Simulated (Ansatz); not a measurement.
# LiS (doublet): the correlation ladder, aug-cc-pVDZ

The task here is to estimate one member of a computed series from the others.

Program: Ansatz 0.2.0, Gaussian basis. Level of theory: aug-cc-pVDZ, core rule «outside noble gas», up to 6 orbitals frozen. These are calculated values, not measurements.

Plan: UHF; CCSD(T) on ROHF; CCSD(T) on UHF; BCCD(T) on ROHF; CISD; CCSDT(Q) on ROHF; CCSDT(Q) on UHF.

35 further runs of the same task are left out: 13 for a known fault of the program, 9 that didn't finish, 13 set aside as unsound or not needed.

### What is computed

The geometry is a PBE0/def2-TZVPD stationary point (not a proven minimum) of the parent state, kept for this charge and spin.

2 atoms, charge 0, spin multiplicity 2.

Atoms are counted from 1 here; the program's logs count them from 0.

Bond lengths: S1–Li2 2.269 Å.

Set-up of the first run:

The input, in.yaml:

```yaml
crystal:
  periodic: [false, false, false]
  atoms:
    - {symbol: S, position_ang: [0.000000, 0.000000, 0.000000]}
    - {symbol: Li, position_ang: [0.000000, 0.000000, 2.269100]}
basis:
  gaussian: {orbitals: aug-cc-pVDZ}
magnetization: {spin_polarized: true, initial_magnetization: 1}
hamiltonian: {xc: hf}
output: {orbitals: {seedname: orbitals}}
```

Run with:

```console
$ ansatz run in.yaml --threads 1 --pin off --events-out ev --progress --plain --max-ram 2393MiB
```

Steps of the session up to this table: UHF; CCSD(T) on ROHF; CCSD(T) on UHF; BCCD(T) on ROHF; CISD; CCSDT(Q) on ROHF; CCSDT(Q) on UHF.

One of the session's tables, all rows but one given; the rest of the session is left out.

| method | from UCCSDT(Q) (kcal/mol) |
| --- | --- |
| ROHF | +92.62 |
| UHF | +90.14 |
| RMP2 | +13.86 |
| UMP2 | +14.29 |
| CISD | +6.83 |
| RCCSD | +3.02 |
| UCCSD | +2.94 |
| RCCSD(T) | +0.57 |
| UCCSD(T) | +0.56 |
| BCCD(T) | +0.57 |
| RCCSDT | ? |
| UCCSDT | +0.18 |
| RCCSDT(Q) | +0.01 |
| UCCSDT(Q) | 0 |

Estimate the missing values for RCCSDT.

The run gave: from UCCSDT(Q) (kcal/mol): +0.19. In the column «from UCCSDT(Q) (kcal/mol)» it lies between UCCSDT (+0.18) and UCCSD(T) (+0.56).

Caveats from the session: Restricted and unrestricted rows rest on different reference determinants; where their highest levels disagree by more than a few hundredths of an eV, they describe different states and don't form one ladder.
